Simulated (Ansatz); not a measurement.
# BFH2O: the cost of one run

Method: RKS B3LYP-D4/6-31G*, in Ansatz 0.2.0.

## (1) The structure to begin with

Bond lengths: B1–F2 1.320 Å, B1–H3 1.190 Å, B1–O4 1.410 Å, O4–H5 1.010 Å. Angles: F2–B1–H3 120.0°, F2–B1–O4 120.0°, H3–B1–O4 120.0°, B1–O4–H5 109.5°.

Coordinates:

```xyz
5

B     0.0000    0.0000    0.0000
F     0.0000    0.0000    1.3200
H     1.0305    0.0000   -0.5950
O    -1.2211    0.0000   -0.7050
H    -1.7308   -0.8467   -0.4965
```

## (2) Preparing the start

Input file input.yaml:

```yaml
crystal:
  periodic: [false, false, false]
  atoms:
    - { symbol: B, position_ang: [0.0, 0.0, 0.0] }
    - { symbol: F, position_ang: [0.0, 0.0, 1.32] }
    - { symbol: H, position_ang: [1.0305, 0.0, -0.595] }
    - { symbol: O, position_ang: [-1.2211, 0.0, -0.705] }
    - { symbol: H, position_ang: [-1.7308, -0.8467, -0.4965] }
basis:
  gaussian: { orbitals: "6-31G*" }
hamiltonian:
  xc: b3lyp
  dispersion: d4
relax:
  f_tol: 0.02
  max_steps: 40
```

Started as:

```
ansatz run input.yaml --threads 1 --pin off --max-ram 2048MiB --backend cpu --events-out ev --progress --plain --runs-dir out
```

**Question.** How long does this run take on 1 thread of Arm Neoverse V1, shared host, and how much memory does it need?

About 9.9 s, with a peak of 0.12 GiB.
